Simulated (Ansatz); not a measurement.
# Relative stability

The two ends of one reaction step of AlNH$_{8}$O, singlet (PBE0-D4/def2-TZVP).

A:

| atom | x (Å) | y (Å) | z (Å) |
| --- | --- | --- | --- |
| Al1 | -0.3258 | -1.3832 | -0.2201 |
| H2 | 1.2405 | -1.1952 | 0.1648 |
| H3 | -0.6126 | -2.2084 | -1.5588 |
| H4 | -1.2976 | -1.5768 | 1.0375 |
| H5 | -0.2393 | 1.1412 | -0.1102 |
| N6 | -0.7559 | 0.5313 | -0.7554 |
| H7 | 1.5177 | 0.3957 | 0.8627 |
| O8 | 1.3165 | 1.3380 | 1.0084 |
| H9 | -0.4576 | 0.7499 | -1.7001 |
| H10 | -1.7463 | 0.7373 | -0.6868 |
| H11 | 1.3603 | 1.4702 | 1.9580 |

B:

| atom | x (Å) | y (Å) | z (Å) |
| --- | --- | --- | --- |
| Al1 | -0.6594 | -1.2162 | -0.3843 |
| H2 | 1.3404 | -1.4280 | 0.5414 |
| H3 | 0.0070 | -2.1295 | -1.4913 |
| H4 | -1.3562 | -1.7546 | 0.9303 |
| H5 | 0.4995 | 1.3372 | 0.2301 |
| N6 | -0.9554 | 0.5168 | -0.7826 |
| H7 | 1.3268 | -0.6865 | 0.7158 |
| O8 | 1.2977 | 1.4695 | 0.7796 |
| H9 | -0.7927 | 0.8808 | -1.7102 |
| H10 | -1.7249 | 1.0164 | -0.3609 |
| H11 | 1.0173 | 1.9941 | 1.5321 |

Computed with Ansatz 0.2.0 (basis: def2-TZVPP); correlated methods freeze the cores. B3LYP uses VWN-RPA correlation.

**Question.** Which structure is lower at CCSD(T), and by how much? (Judge from chemistry; the value comes from the calculation.)

**Answer.** Computed: A, by 63.9 kJ/mol (electronic energy, against the other). By their contacts, A is a complex of AlNH₆ ([NH3][AlH3]) + H₂O and B is a complex of AlNH₄ ([NH2][AlH2]) + H₂O + H₂.

All methods give the same order:

| method | E(B) − E(A) (kJ/mol) |
| --- | --- |
| SPW92 | 69.8 |
| PBE-D4 | 59.2 |
| BLYP-D4 | 51.1 |
| r2SCAN-D4 | 62.0 |
| B97M-V | 79.0 |
| PBE0-D4 | 66.9 |
| B3LYP-D4 | 58.4 |
| r2SCAN0-D4 | 66.9 |
| BHLYP-D4 | 66.9 |
| CAM-B3LYP-D4 | 63.2 |
| wB97X-V | 65.2 |
| wB97M-V | 61.2 |
| B2PLYP | 58.7 |
| PBE-QIDH | 67.6 |
| RPA on PBE | 63.8 |
| HF | 74.8 |
| MP2 | 57.4 |
| CCSD | 66.1 |
| CCSD(T) | 63.9 |

The T1 diagnostic stays at or below 0.010.

Labels in which every atom is bracketed show which atoms are joined, not bond orders.

For scale, one of the runs: CCSD(T)/def2-TZVPP, 216 basis functions, launched by `ansatz run in.yaml --threads 4 --pin off --events-out ev --progress --plain --max-ram 9574MiB`. Time: 24 s of wall clock on 4 CPU threads of an Intel Xeon Platinum 8375C; the host was shared. Peak host memory: 3.2 GiB.
